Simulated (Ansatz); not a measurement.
Geometry optimisation, Ansatz, UHF/def2-SVP.

Input:

```yaml
crystal:
  periodic: [false, false, false]
  atoms:
    - { symbol: S, position_ang: [-1.05574, -1.25091, -0.20679] }
    - { symbol: C, position_ang: [0.1605, -0.32835, -0.76076] }
    - { symbol: O, position_ang: [0.73044, 0.67681, -0.14958] }
    - { symbol: S, position_ang: [0.25566, 1.17964, 1.38805] }
    - { symbol: H, position_ang: [0.61258, -0.48992, -1.73501] }
    - { symbol: H, position_ang: [-0.70344, 0.21274, 1.46411] }
magnetization:
  spin_polarized: true
basis:
  gaussian: { orbitals: def2-SVP }
hamiltonian:
  xc: hf
relax:
  f_tol: 0.02
  max_steps: 50
```

Command:

```bash
$ ansatz run input.yaml --threads 1 --pin off --max-ram 2048MiB --backend cpu --events-out ev --progress --plain --runs-dir out
```

Task: Where does it end, and by what steps?

Result: It converged. After 6 steps the energy has fallen by 0.085 eV; H6 moved furthest, 0.18 Å.

```
step  energy less start (eV)  largest force component (eV/Å)  accepted
   0                  0.0000                           0.664       yes
   1                 -0.0755                           0.405       yes
   2                 -0.0829                           0.177       yes
   3                 -0.0784                           0.350        no
   4                 -0.0823                           0.373        no
   5                 -0.0845                           0.025       yes
   6                 -0.0845                           0.006       yes
```

```xyz
6
Properties=species:S:1:pos:R:3
S -1.056 -1.322 -0.313
C 0.149 -0.356 -0.785
O 0.698 0.640 -0.150
S 0.273 1.195 1.384
H 0.639 -0.469 -1.749
H -0.703 0.313 1.613
```

Whether the end is a true minimum wasn't checked by a vibrational analysis.

Time of the run: 18 s on 1 thread of Arm Neoverse V1, on a shared host, peak memory 0.17 GiB.
